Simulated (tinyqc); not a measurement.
Inside a calculation. Method: geometry optimisation on the UHF/sto-3g surface (energies and gradients from PySCF), for H2O, spin multiplicity 3. Computed by tinyqc, a small Python program that keeps every step (integrals from PySCF). Settings: charge = 0, multiplicity = 3, basis = sto-3g, optimiser = bfgs, first Hessian = 1.0, largest step = 0.1, iteration cap = 30. Command: `OMP_NUM_THREADS=1 python tinyqc.py 27211 27212 out.jsonl` (the two numbers bound the seeds that draw the settings). One thread of a shared host (Intel(R) Xeon(R) Processor @ 2.60GHz), about 2 s of CPU time with the checks.

positions at the start (bohr), order 1O, 2H, 3H:
$$\begin{pmatrix}
-0.051023 & 0.007559 & -0.088817 \\
-0.018897 & 1.683746 & 0.956201 \\
0.056692 & -1.664849 & 1.022342
\end{pmatrix}$$

Stop when the largest gradient component is below 3e-5 hartree/bohr. The inverse Hessian follows the BFGS update with s = step, y = change of gradient.

Course of the optimisation:
```
step   E (hartree)  largest gradient (hartree/bohr)
1     -74.67939681                         1.81e-01
2     -74.70383580                         1.74e-01
3     -74.72859493                         1.82e-01
4     -74.75119635                         1.72e-01
5     -74.76966770                         1.48e-01
6     -74.78421455                         1.25e-01
7     -74.79555995                         1.04e-01
8     -74.80440857                         8.51e-02
9     -74.81130533                         6.82e-02
10    -74.81663565                         5.25e-02
11    -74.82067734                         3.81e-02
12    -74.82365628                         2.50e-02
13    -74.82578484                         1.36e-02
14    -74.82727650                         8.68e-03
15    -74.82833486                         1.14e-02
16    -74.82912432                         1.25e-02
17    -74.82974612                         1.20e-02
18    -74.83024307                         1.01e-02
19    -74.83062612                         7.25e-03
20    -74.83090111                         4.03e-03
21    -74.83108232                         9.25e-04
22    -74.83119331                         2.17e-03
23    -74.83126173                         3.82e-03
24    -74.83131158                         4.55e-03
25    -74.83135508                         4.30e-03
26    -74.83139288                         3.32e-03
27    -74.83142086                         2.05e-03
28    -74.83143816                         1.03e-03
29    -74.83144839                         4.94e-04
30    -74.83145487                         3.66e-04
```

Can the last value be used, and what does the course show?

Not by the stop rule. Not converged within 30 steps: the energy falls at every step, but slowly. Reruns: method bfgs, first Hessian 0.6, largest step 0.3: converged in 24 (E = -74.83147).
